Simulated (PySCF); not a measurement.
Bonds broken one at a time in the series Al Cl-Br. Isolated molecules, 0 K electronic values unless said otherwise. Strings in code marks are SMILES.

The numbers are results of TPSSh-D3(BJ)/def2-TZVP (PySCF), not measurements. 

```tsv
species	dipole moment (D)
whole molecule (`[Cl][Al]([Cl])[Cl]`)	0.01
radical fragment (`[Cl]`)	0.00
radical fragment (`[Al]([Cl])[Cl]`)	1.45
radical fragment (`[Cl][Al][Br]`)	?
whole molecule (`[Cl][Al]([Br])[Br]`)	0.17
radical fragment (`[Br][Al][Br]`)	1.33
```

Problem. Complete the blanks.

Solution. 
- radical fragment (`[Cl][Al][Br]`), dipole moment (D): 1.39
